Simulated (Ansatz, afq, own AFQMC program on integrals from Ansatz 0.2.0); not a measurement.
## Where AFQMC and coupled cluster stand for BH4⁺, singlet

```json
{"atom": "B", "x (Å)": "0.0000", "y (Å)": "0.0000", "z (Å)": "0.0000"}
{"atom": "H", "x (Å)": "-0.0156", "y (Å)": "0.8614", "z (Å)": "0.8498"}
{"atom": "H", "x (Å)": "-0.0213", "y (Å)": "-0.8500", "z (Å)": "0.8612"}
{"atom": "H", "x (Å)": "0.0213", "y (Å)": "0.8500", "z (Å)": "-0.8612"}
{"atom": "H", "x (Å)": "0.0156", "y (Å)": "-0.8614", "z (Å)": "-0.8498"}
```

Basis cc-pVDZ. Only valence electrons are correlated. Ansatz 0.2.0 and our own AFQMC program on the same integrals; the CISD trial comes from CCSD amplitudes, and released means the phaseless constraint is let go. Uncertainties: one standard error, sampling alone.

Determinant: RHF, the one that the program's search chose, which needn't be the lowest solution. The geometry is a PBE0/def2-TZVP stationary point of this or a neighbouring charge and spin state.

Full CI is exact in this basis; its frozen core comes from its own orbitals, which moves totals by up to a few meV.

Cautions: full CI with its own frozen core.

The T1 diagnostic is 0.0073. The weight of the determinant in the CISD state is 0.926 and the size of the correlated space is 6 electrons in 33 orbitals.

```csv
level,correlation energy (eV)
MP2,-2.9042
CCSD,-3.6116
CCSD(T),-3.6853
```

Problem. Estimate where phaseless AFQMC with a CISD trial lies against CCSD(T) on the same integrals.

Solution. 18.5 ± 3.7 meV below CCSD(T).

Reference: full CI, correlation energy -3.705 eV. The released energy is read at 1.50 1/Eh (meV from the phaseless value at times in 1/Eh: -3 ± 4 at 0.24, -3 ± 3 at 0.50, -2 ± 4 at 1.00, -4 ± 3 at 1.50).

```tsv
level	E − E(reference) (meV)	share of correlation (%)
CCSD(T)	20.1	99.46
CCSDT	5.2	99.86
CCSDT(Q)	1.0	99.97
ph-AFQMC/HF	-54.6 ± 31.4	101.47
ph-AFQMC/CISD	1.6 ± 3.7	99.96
released AFQMC	-2.9 ± 3.4	100.08
```

CCSDT and higher add their correlation energy to the determinant of the CCSD(T) run, since their own runs factorise the integrals more tightly (a shift of under 2 meV). A walk keeps the symmetry of its determinant, which the program's search chose and which needn't be the lowest solution, so a lower state of the same spin and another symmetry isn't excluded. Released energies are given only where the last usable release times agree within the noise; a slower fall can still hide under it.
